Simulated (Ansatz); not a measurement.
Energy needed to pull apart CS$_{2}$ (SMILES S=C=S), singlet, into free ground-state atoms, from the structure below (at a frame of a short PBE0-D4/def2-SVP trajectory); no zero-point or spin–orbit terms; open-shell atoms are treated unrestricted, in their ground-state multiplicity.

```tsv
atom	x (Å)	y (Å)	z (Å)
S1	1.3596	-0.1512	0.7362
C2	0.0165	-0.0290	-0.0215
S3	-1.3658	0.1621	-0.7282
```

Computed with Ansatz 0.2.0 (basis: def2-TZVPP); correlated methods freeze the cores.

| method | atomization energy (kcal/mol) |
| --- | --- |
| PBE-D4 | 303.7 |
| r2SCAN-D4 | 289.1 |
| PBE0-D4 | 285.6 |
| wB97M-V | 281.2 |
| HF | ? |
| MP2 | 286.8 |
| CCSD | ? |
| CCSD(T) | 267.2 |

Task: What does CCSD give? (To be estimated.)

Result: The calculation gives: 252.3 kcal/mol, which is about 14.9 kcal/mol less than CCSD(T)/def2-TZVPP.

Task: What does HF give? (An estimate is asked for; the value comes from the calculation.)

Result: Computed: 164.0 kcal/mol, which is about 103.2 kcal/mol less than CCSD(T)/def2-TZVPP.

In triple zeta the MP2 and coupled-cluster atomization energies are still short of their basis limit by a few kcal/mol a bond, whereas those of the functionals are nearly converged, so these differences are not deviations from converged CCSD(T).

T1 diagnostic: at most 0.020.

For scale, one of the runs: CCSD(T)/def2-TZVPP forces, 115 basis functions, launched by `ansatz run in.yaml --threads 2 --pin off --events-out ev --progress --plain --max-ram 3481MiB`. Hardware: 2 CPU threads, shared host. Wall time 23 s; peak host memory 0.63 GiB.
